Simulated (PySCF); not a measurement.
## Dipole moment and polarisability across levels of theory

2-methyl-2-butene, C5H10.
InChI=1S/C5H10/c1-4-5(2)3/h4H,1-3H3

PySCF, dipoles from the SCF density, polarisabilities from static response with core orbitals frozen. Geometry: PBE0-D3(BJ)/def2-SVP; no solvent, vibrations or thermal averaging.

Reference dipole: 0.339 D (measured, unstated (gas or solution; conformer average); Muller, Mokrushina, Arlt, J. Chem. Eng. Data 57 (2012) 1231, supporting information). The anisotropy is √(½[(α1 − α2)² + (α2 − α3)² + (α3 − α1)²]).

```
              level  μ (D)  error (%)  α (Å³)  anisotropy (Å³)
      LDA/def2-SVPD  0.229      -32.6   10.14             4.49
      PBE/def2-SVPD  0.209      -38.3    9.98             4.46
    B3LYP/def2-SVPD  0.205      -39.6    9.75             4.30
     PBE0/def2-SVPD  0.211      -37.8    9.65             4.27
BHandHLYP/def2-SVPD  0.208      -38.8    9.46             4.18
CAM-B3LYP/def2-SVPD  0.211      -37.8    9.60             4.17
  wB97X-D/def2-SVPD  0.219      -35.3    9.60             4.14
  LC-wPBE/def2-SVPD  0.215      -36.7    9.34             4.01
       HF/def2-SVPD  0.216      -36.2    9.23             4.12
        PBE0/6-31G*  0.181      -46.7    8.11             4.49
      PBE0/def2-SVP  0.222      -34.6    8.49             4.48
     PBE0/def2-TZVP  0.203      -40.1    9.47             4.46
```

For the dipole, the smallest error is 32.6% (LDA/def2-SVPD) and the largest 46.7% (PBE0/6-31G*). Even the closest misses by 33%. The dipole runs from 0.18 D (PBE0/6-31G*) to 0.23 D (LDA/def2-SVPD). No reference polarisability is at hand; against PBE0 in the largest diffuse basis at hand (def2-SVPD) the other PBE0 rows deviate by 6-31G* -16%, def2-SVP -12%, def2-TZVP -2%. In one basis (def2-SVPD) the functionals order the polarisability from HF (lowest) to LDA (highest), a spread of 10%. With PBE0 the polarisability is 8.69 Å³ without diffuse functions (mean of 6-31G*, def2-SVP and def2-TZVP) and 9.65 Å³ with them (def2-SVPD). Measured values can belong to vibrating molecules and may average over conformers; the computed ones are for one fixed geometry.
